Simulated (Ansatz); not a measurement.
## Sn3As: from a trial structure to a relaxed crystal

Theory: DFT PBE, scalar-relativistic, plane waves, PAW (Ansatz). Cutoff 420 eV, Γ-centred k mesh, Gaussian smearing, no spin polarisation in the final step.

A relaxed cell is given with its space group left out.

```
Sn As
1.0
     4.69461    0.00000    0.00000
     0.00000    4.69461    0.00000
     0.00000    0.00000    4.69461
Sn As
3 1
Cartesian
  0.0000 2.3473 2.3473
  2.3473 0.0000 2.3473
  2.3473 2.3473 0.0000
  0.0000 0.0000 0.0000
```

The zero of energy is the elements' standard structures at the same level; no fitted shifts are applied.

Problem. What space group does it have?

Solution. Pm-3m (No. 221). Conventional cell: a = 4.695 Å. Around Sn lie 4 As at 3.32 Å and 8 Sn at 3.32 Å; around As lie 12 Sn at 3.32 Å.

Problem. How far does it lie from the elements in energy?

Solution. 0.14 eV/atom.

Problem. Is it a metal?

Solution. Yes, bands cross the Fermi level on the 10×10×10 mesh.

The final run used a 10×10×10 mesh on its 4-atom cell and 0.10 eV smearing. For metals, differences of a few meV/atom aren't resolved. The cell came from a trial start, so Sn3As may not exist in this structure.